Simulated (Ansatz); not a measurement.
Mulliken charges of BH7OSi (`[BH3-][OH+][SiH3]`) from r2SCAN/def2-TZVPP in Ansatz (PBE0-D4/def2-TZVP geometry).

```
atom   x (Å)   y (Å)   z (Å)  charge (e)
  B1  -1.052   0.637  -0.703      -0.195
  O2   0.558   0.314  -0.509      -0.192
 Si3   0.810  -0.603   0.899       0.426
  H4  -1.440  -0.189  -1.494      -0.024
  H5  -1.110   1.784  -1.060      -0.034
  H6  -1.447   0.445   0.433      -0.054
  H7   1.008   0.073  -1.322       0.214
  H8  -0.077  -1.783   0.914      -0.039
  H9   0.601   0.301   2.042      -0.035
 H10   2.231  -1.028   0.802      -0.066
```

By hand: the dipole of these point charges (1 e Å = 4.8032 D).

Σ q r = (0.644, -0.379, 0.223) e Å, of length 0.780 e Å = 3.75 D.

How does the dipole of the full density compare? (Estimate.)

Computed: (0.736, -0.347, 0.072) e Å, 3.92 D; the point charges give 0.96 times that, at 13° from its direction.

Point charges leave out the atoms' own dipoles, such as those of lone pairs, and Mulliken's split depends on the basis, so the close match here is no proof of good charges.
